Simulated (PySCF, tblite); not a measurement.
# CH₄Si (triplet), a cluster model of a defect: EPR parameters

What EPR parameters should one expect for `[CH][SiH3]`? It is drawn as: twofold C.

Programs: tblite 0.8.0 and PySCF 2.14.0. All values are calculated, for the isolated system unless a continuum is named. Atoms count from 0, parts from 1.

## 1. Starting point

6 atoms, charge 0, multiplicity 3; geometry: distance geometry start.

## 2. Geometry optimisation with GFN2-xTB

What the job is given:

```
{"job": {"kind": "relax", "xc": "GFN2-xTB", "basis": "xTB"}, "charge": 0, "multiplicity": 3}
C     -0.793116    -1.200449     1.257391
Si    -0.736386     0.524186     0.587260
H     -0.728697    -2.099907     1.803513
H      0.478634     0.708434    -0.082268
H     -1.820497     0.666146    -0.321863
H     -0.872899     1.448804     1.650589
```

Level: GFN2-xTB geometry optimisation, gas phase.

Run with:

```sh
$ OMP_NUM_THREADS=1 python cluster_run.py task.json out
```

This one command runs all jobs of the session in turn.

**Question.** The jobs that follow are: PBE0-D3(BJ)/def2-SVP geometry optimisation, gas phase; UKS B3LYP, IGLO-III on C Si, pcH-1 on H, non-relativistic, mean-field spin-orbit, GIAO; UKS BHandHLYP, IGLO-III on C Si, pcH-1 on H, non-relativistic, mean-field spin-orbit, GIAO. Predict: point group; rotational constants (main isotopes); D, E (B3LYP); g(iso) (B3LYP); ⟨S²⟩; largest a(iso).

As calculated:

```
                            quantity                    value
                         point group                       C1
rotational constants (main isotopes)  82.73, 12.80, 12.75 GHz
                        D, E (B3LYP)        0.736, 0.009 cm⁻¹
                      g(iso) (B3LYP)                  2.00239
                                ⟨S²⟩       2.009 (exact 2.00)
                      largest a(iso)     13C on C0, 111.9 MHz
```

The optimisation took 6 steps and gained 0.075 eV; among the close pairs (by a distance rule), C0–H2 changed most, from 1.037 to 1.089 Å (PBE0/def2-SVP). No frequency check was run at this level, so the end point may be a saddle. C0 carries the largest spin population, 1.95 e. The isotropic g lies 0.1 ppt above the free-electron value. The coupling of 13C on C0 runs from 111.9 (B3LYP/IGLO-III+pcH-1) to 132.5 MHz (BHandHLYP/IGLO-III+pcH-1). The triplet was assumed; the singlet may lie lower.
